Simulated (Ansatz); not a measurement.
Two isomers of C3H6OS: A = `C=C(O)SC`, B = `SC1COC1`.

Gas-phase electronic energies from Ansatz, PBE0-D4/def2-TZVP geometries. CCSD(T)/CBS is the MP2 limit (def2-TZVPP, def2-QZVPP) plus CCSD(T) − MP2 in def2-TZVPP, frozen cores. DFT in def2-TZVPP. B3LYP here is the variant with VWN-RPA as its local correlation; programs differ in this. Each species was taken in one conformer, which may not be the lowest.

A:

```xyz
11

C     0.389   -0.839   -1.807
C     0.536   -0.539   -0.521
O     1.700   -0.025   -0.044
S    -0.740   -0.828    0.659
C    -1.020    0.850    1.269
H     1.229   -0.761   -2.485
H    -0.570   -1.159   -2.185
H     1.760   -0.237    0.893
H    -1.743    0.764    2.081
H    -0.106    1.296    1.658
H    -1.434    1.478    0.481
```

B:

```xyz
11

S     1.381   -0.133   -1.520
C     0.092    0.364   -0.368
C    -1.072   -0.625   -0.252
O    -0.991   -0.605    1.177
C     0.256    0.102    1.133
H     2.108    0.994   -1.457
H    -0.238    1.376   -0.595
H    -0.853   -1.619   -0.659
H    -2.043   -0.286   -0.622
H     0.256    0.978    1.789
H     1.104   -0.546    1.375
```

Task: Which isomer does CCSD(T)/CBS put lower? Give the gap. (Estimate.)

Result: The calculation gave: A, by 15.6 kcal/mol.

Task: Give E(B) − E(A) in kcal/mol with B3LYP-D4, CCSD(T)/def2-TZVPP, B2PLYP, B3LYP, HF/def2-TZVPP, MP2/def2-TZVPP, PBE0-D4. (Best estimate.)

Result: Ansatz gave: B3LYP-D4 18.0, CCSD(T)/def2-TZVPP 14.3, B2PLYP 17.0, B3LYP 18.0, HF/def2-TZVPP 14.0, MP2/def2-TZVPP 15.1, PBE0-D4 14.2. None reverses the order clearly.

Largest T1 diagnostic: 0.012.

From PBE to PBE0 (25 % exact exchange), in def2-TZVPP and without D4, E(B) − E(A) moves by −2.6 kcal/mol.
